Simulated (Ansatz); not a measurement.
A nudged elastic band was laid between two geometries of H3N + H4Si (9 atoms, charge 0, multiplicity 1).

Level of theory: Ansatz 0.2.0, RKS B3LYP-D4/6-31G*.

- movable images: 7
- climbing image: yes
- spring: 5.0 eV/Å²
- optimiser: quadratic models (default)
- start path: through a guess of the saddle point
- force threshold: 0.05 eV/Å
- iteration limit: 60
- end points: relaxed

Initial state:

```xyz
9
Properties=species:S:1:pos:R:3
Si 0.437 0.039 -0.140
H 0.599 -0.133 1.326
H 1.778 0.079 -0.780
H -0.276 1.312 -0.418
H -0.337 -1.100 -0.696
N -2.818 -0.057 1.416
H -2.748 -0.705 0.634
H -2.597 0.867 1.050
H -2.071 -0.300 2.064
```

Final state:

```xyz
9
Properties=species:S:1:pos:R:3
Si -0.484 0.150 -0.696
H -0.438 -0.421 3.499
H 0.832 -0.068 -0.019
H -0.444 1.506 -1.304
H -0.606 -0.890 -1.752
N -1.902 0.064 0.300
H -2.205 -0.825 0.677
H -2.108 0.815 0.948
H -0.680 -0.330 2.802
```

(1) Which bonds break or form, and what moves?

(2) What energy profile does the band end with?

(3) What is the geometry of the highest image?

Results:

(1) Bonds broken: Si1–H2, N6–H9. Bonds formed: Si1–N6, H2–H9. H3N + H4Si becomes H2 + H5NSi.

(2) The run converged. The highest image is number 3 of 0 to 8, 1.98 eV above the first end and 2.09 eV above the last; the last end lies 0.11 eV below the first. Beside the main top the profile has a ripple of under 15 meV (maxima at images 3, 7), which may be a very shallow well or noise. A structure lower than the last end lies on the path between it and the top, so the climb from that side starts below the end, which may itself be a saddle point or a shallow side well. Neighbouring images differ by up to 1.9 eV, so the band resolves the path poorly. A vibrational analysis at the climbing image gives one clearly imaginary mode, 1478i cm⁻¹: a first-order saddle point. The orbitals stay closed-shell, which can raise the energy where a bond breaks towards radicals; this wasn't checked here.

```json
{"image": "0", "path coordinate (Å)": "0.00", "energy (eV)": "0.00", "Si1–H2 (Å)": "1.49", "N6–H9 (Å)": "1.02", "Si1–N6 (Å)": "3.61"}
{"image": "1", "path coordinate (Å)": "1.17", "energy (eV)": "0.07", "Si1–H2 (Å)": "1.48", "N6–H9 (Å)": "1.02", "Si1–N6 (Å)": "3.46"}
{"image": "2", "path coordinate (Å)": "2.34", "energy (eV)": "0.71", "Si1–H2 (Å)": "1.52", "N6–H9 (Å)": "1.02", "Si1–N6 (Å)": "2.36"}
{"image": "3", "path coordinate (Å)": "3.50", "energy (eV)": "1.98", "Si1–H2 (Å)": "1.95", "N6–H9 (Å)": "1.20", "Si1–N6 (Å)": "1.91"}
{"image": "4", "path coordinate (Å)": "4.60", "energy (eV)": "0.09", "Si1–H2 (Å)": "2.81", "N6–H9 (Å)": "2.08", "Si1–N6 (Å)": "1.75"}
{"image": "5", "path coordinate (Å)": "5.69", "energy (eV)": "-0.12", "Si1–H2 (Å)": "3.83", "N6–H9 (Å)": "2.62", "Si1–N6 (Å)": "1.74"}
{"image": "6", "path coordinate (Å)": "6.78", "energy (eV)": "-0.13", "Si1–H2 (Å)": "4.36", "N6–H9 (Å)": "2.65", "Si1–N6 (Å)": "1.74"}
{"image": "7", "path coordinate (Å)": "7.87", "energy (eV)": "-0.11", "Si1–H2 (Å)": "4.14", "N6–H9 (Å)": "2.87", "Si1–N6 (Å)": "1.74"}
{"image": "8", "path coordinate (Å)": "8.96", "energy (eV)": "-0.11", "Si1–H2 (Å)": "4.23", "N6–H9 (Å)": "2.81", "Si1–N6 (Å)": "1.74"}
```

(3) 
```xyz
9
Properties=species:S:1:pos:R:3:forces:R:3
Si -0.290 0.033 -0.109 -0.01 -0.02 0.00
H -0.026 -0.973 1.544 0.01 -0.01 -0.01
H 0.906 0.798 0.312 0.00 0.00 0.01
H -0.859 0.905 -1.207 0.00 0.00 -0.01
H -0.113 -1.269 -0.791 0.00 0.01 0.01
N -1.827 0.171 1.010 -0.01 0.02 0.02
H -2.691 -0.239 0.649 0.00 0.00 -0.02
H -2.027 1.105 1.377 0.00 0.00 0.00
H -1.107 -0.531 1.670 0.01 0.01 -0.01
```

Run time: 83 s on 1 thread of AMD EPYC 9R45 96-Core Processor (Zen 5) (shared host), peak memory 0.12 GiB.
